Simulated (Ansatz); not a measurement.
**AlC, quartet along the distance Al1-C2**

Starting geometry (PBE0/def2-TZVP stationary point for this spin):

```xyz
2

Al    0.0000    0.0000    0.0000
C     0.0000    0.0000    1.9668
```

From there C2 moves along the line of the two atoms named below, all else staying in place; atoms are numbered as listed. Energies are in eV, counted from the starting geometry at the same level. Kohn–Sham curves are unrestricted where that lies lower.

Basis cc-pVDZ; Ansatz 0.2.0. Only valence electrons are correlated (noble-gas cores frozen). Prefix R: restricted or restricted open-shell reference; prefix U: unrestricted.

Full CI is exact within this basis and frozen core; it isn't the basis-set limit. The frozen core follows each run's orbitals, which can shift R against U totals by a few meV.

| distance Al1-C2 (Å) | full CI | curve A | curve B | curve C | curve D |
| --- | --- | --- | --- | --- | --- |
| 1.593 | 1.903 | 1.874 | 1.898 | 1.788 | 1.892 |
| 1.807 | 0.300 | 0.286 | 0.298 | 0.267 | 0.296 |
| 1.967 | 0.000 | 0.000 | 0.000 | 0.000 | 0.000 |
| 2.172 | 0.122 | 0.141 | 0.126 | 0.141 | 0.129 |
| 2.392 | 0.522 | 0.560 | 0.533 | 0.543 | 0.539 |
| 2.688 | 1.163 | 1.228 | 1.191 | 1.184 | 1.199 |
| 3.215 | 2.119 | 2.152 | 2.189 | 2.168 | 2.171 |
| 3.699 | 2.627 | 2.436 | 2.685 | 2.651 | 2.629 |
| 4.309 | 2.891 | 2.545 | 2.898 | 2.935 | 2.823 |
| 5.226 | 2.991 | 2.591 | 2.971 | 3.084 | 2.891 |
| 6.777 | 3.017 | 2.607 | 2.990 | 3.120 | 2.909 |

Question: The curves come from B2PLYP, BCCD(T), RHF, UCCSD. Compare each with full CI and say which is which.

Answer: A: RHF, B: BCCD(T), C: B2PLYP, D: UCCSD. Spread of the error against full CI, over the points where both stand: A 0.475, B 0.097, C 0.218, D 0.160 eV. 

In so small a basis the reference is far from its limit. A double hybrid takes much of its correlation from a semilocal functional, which needs less basis, so its difference from the reference holds the reference's basis and frozen-core error beside its own.
